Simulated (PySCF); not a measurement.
## AsH3, singlet: vertical spin and charge gaps

Geometry (PBE0/def2-TZVP stationary point for this spin, not checked as a minimum):

| atom | x (Å) | y (Å) | z (Å) |
| --- | --- | --- | --- |
| As | 0.0002 | 0.0000 | -0.0329 |
| H | 1.2593 | 0.0140 | 0.8215 |
| H | -0.6489 | 1.0868 | 0.8116 |
| H | -0.6239 | -1.1021 | 0.8106 |

Basis 6-31G (Cartesian d functions); PySCF 2.14.0. Only valence electrons are correlated (noble-gas cores and the filled d shells of p-block atoms frozen). Prefix R: restricted or restricted open-shell reference. No spin–orbit coupling is included, and no scalar relativity.

Gaps are energies of the second state less the first, at fixed atoms, for a selection of the levels run; mean-field and cluster levels share one orbital occupation for each state, and full CI takes the lowest of the symmetries tried.

Q: PBE gives 6.150 eV for triplet less singlet. Estimate what RCCSDT gives in 6-31G.

A: RCCSDT in 6-31G gives 6.159 eV, so against it PBE is off by -0.009 eV, of which a good part can be the reference's own basis and frozen-core error.

```
   level  gap (eV)  error (meV)
     RHF     6.004         -155
    RMP2     6.208           49
   RCCSD     6.182           23
RCCSD(T)     6.170           11
  r2SCAN     6.149          -10
    PBE0     6.179           20
   B3LYP     6.278          119
 wB97M-V     6.332          173
  B2PLYP     6.278          119
```

Q: PBE gives 10.295 eV for removing an electron, to the doublet. Estimate what RCCSDT gives in 6-31G.

A: RCCSDT in 6-31G gives 9.698 eV, so against it PBE is off by 0.597 eV, of which a good part can be the reference's own basis and frozen-core error.

| level | gap (eV) | error (meV) |
| --- | --- | --- |
| RHF | 9.495 | -203 |
| RMP2 | 9.708 | 10 |
| RCCSD | 9.702 | 4 |
| RCCSD(T) | 9.701 | 3 |
| r2SCAN | 10.337 | 639 |
| PBE0 | 10.330 | 632 |
| B3LYP | 10.441 | 743 |
| wB97M-V | 10.274 | 576 |
| HSE06 | 10.358 | 660 |
| B2PLYP | 10.158 | 460 |

In so small a basis the reference is far from its limit while semilocal and hybrid functionals are nearer theirs (RPA and double hybrids share part of the reference's basis error), so the functionals' errors here hold much of the reference's basis and frozen-core error, which can add to them or hide them. The set has no polarisation functions, which weighs most on the reference.

Full CI isn't at hand for all of this; RCCSDT serves as the reference. It lacks quadruple excitations.
